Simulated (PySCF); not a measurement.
## Assignment exercise: C₃H₃FO

Structure with atom numbers: `[CH2:1]=[CH:2][C:3](=[O:4])[F:5]`. Each H is labelled by its parent atom. Ha(C1) is cis to C3; Hb(C1) is trans to C3.

How the numbers were obtained: geometry from PBE0-D3(BJ)/def2-SVP, B3LYP/pcJ-1 coupling constants, KT3/pcSseg-2 with gauge-including orbitals, in PySCF 2.14.0 with density-fitted response routines (non-relativistic Hamiltonian, isolated molecule, one conformer).

Scale: ¹³C (181.31 ppm), ¹H (31.35 ppm) against TMS (reference shieldings calculated alike).

**Question.** Assign these signals to the numbered atoms. ¹³C{¹H} NMR (computed): δ 156.9 (C, d, J = 405.9 Hz), 138.5 (CH2, d, J = 17.4 Hz), 124.6 (CH, d, J = 84.4 Hz).

**Answer.** 
| δ (ppm) | atoms | environment | reason |
| --- | --- | --- | --- |
| 156.9 | C3 | carbonyl carbon | – |
| 138.5 | C1 | β carbon of a C=C–C=O unit | conjugation with the carbonyl draws π density from the β position |
| 124.6 | C2 | α carbon of a C=C–C=O unit | an sp2 carbon of a C=C bond |

**Question.** Assign these signals to the numbered atoms. ¹H NMR (400 MHz, computed): δ 6.89 (m, 1H), 6.15 (m, 1H), 6.10 (m, 1H).

**Answer.** 
| δ (ppm) | atoms | environment | reason |
| --- | --- | --- | --- |
| 6.89 | Ha(C1) | hydrogen on a β carbon of a C=C–C=O unit | attached to an sp2 carbon and in the plane of the double bond |
| 6.15 | H(C2) | hydrogen on an α carbon of a C=C–C=O unit | a vinylic proton, deshielded by the sp2 carbon and the C=C anisotropy |
| 6.10 | Hb(C1) | hydrogen on a β carbon of a C=C–C=O unit | olefinic region |

H(C2) and Hb(C1) lie closer than the usual error of such a calculation, so a measured spectrum could show them in the other order.

Common functionals overestimate the size of one-bond C–F couplings by tens of Hz; these are unscaled. Splittings below 1 Hz are ignored in the labels, and close J values are merged. Unscaled 3J(H,H) at this level run about 10 % above measured values. Shifts are as computed, not scaled to solution data. Of 1211 compounds with measured shifts, 218 miss one by over three times the rms of a fit or turn the order of signals round; such compounds aren't used in these exercises.
